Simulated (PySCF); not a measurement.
A species of formula C2H3N has this rotational fingerprint, computed with CAM-B3LYP/def2-SVPD in PySCF (dipole) on a GFN2-xTB geometry, gas phase:

| Property | Result |
| --- | --- |
| Rotational constants | A = 158588, B = 9472, C = 9472 MHz |
| Dipole components | \|μa\| = 4.03 D, \|μb\| = 0.00 D, \|μc\| = 0.00 D |
| Inertial defect | -3.19 u·Å² |
| κ | -1.00 |

**Question.** Which candidate fits, each taken in the one conformer that was computed?
A. `CC#N` (acetonitrile)
B. `C1=NC1` (2H-azirine)
C. `[C-]#[N+]C` (methyl isocyanide)

**Answer.** A. It is CC#N, a prolate symmetric top, point group C3v. The candidates at the same level (rigid rotor, commonest isotopes):

```csv
SMILES,A (MHz),B (MHz),C (MHz),μa (D),μb (D),μc (D),Δ (u·Å²),point group,rotor
CC#N,158588,9472,9472,4.03,0.00,0.00,-3.19,C3v,prolate symmetric top
[C-]#[N+]C,157814,10329,10329,3.86,0.00,0.00,-3.20,C3v,prolate symmetric top
C1=NC1,35859,23186,15545,0.39,2.28,0.00,-3.38,Cs,asymmetric top
```

`C1=NC1` has B 145 % too high; `[C-]#[N+]C` has B 9 % too high. In the right answer the symmetry axis of this C3v structure is a, so μb and μc vanish by symmetry. No structure here is proved a minimum.
